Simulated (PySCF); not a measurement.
SMILES F[Si](F)(F)F, singlet, PBE0/def2-SVP optimised geometry. Atoms within 1.6 Å of the plane z = 0.0 Å (x, y, z in Å): F1 (1.06, -0.37, 0.00), Si2 (-0.53, -0.37, 0.00), F3 (-1.06, -1.12, -1.30), F4 (-1.06, 1.12, 0.00), F5 (-1.06, -1.12, 1.29).

Calculation: PBE0/def2-TZVP run with PySCF. Cells within 0.4 Å of a nucleus heavier than hydrogen are left out (blank, or x).

Map of the electrostatic potential (hartree/e), clipped to [-0.08, 0.12] on the plane z = 0.0 Å:

```
|000000000000000000000000000|
|000000000000000000000000000|
|000000000000000000000000000|
|000000000000000000000000000|
|000000000000000011100000000|
|000000001210000111110000000|
|000000149995111111110000000|
|000000399999522211110000000|
|00000179xxx9953321100000000|
|11111299xxx9997532100000000|
|111123999x99999853100000000|
|111234899999999997420000000|
|112346999999999999982000000|
|12235899999x99999x995000000|
|1234699999xxx999xxx99100000|
|1224699999xxx999xxx98100000|
|122358999999999999994000000|
|112346999999999999961000000|
|112234799999999986310000000|
|111223479999999853100000000|
|111122346899998642100000000|
|111111223466765432110000000|
|111111122334444322111000000|
|111111111222332221111000000|
|001111111122222211111100000|
|000011111111111111111100000|
|000001111111111111111100000|
```
Scale: ten equal steps from -0.011 (start of '0') to 0.120 (end of '9'), in the order '0123456789'; x runs from -3.50 to 3.50, y from -3.50 (bottom) to 3.50 (top).
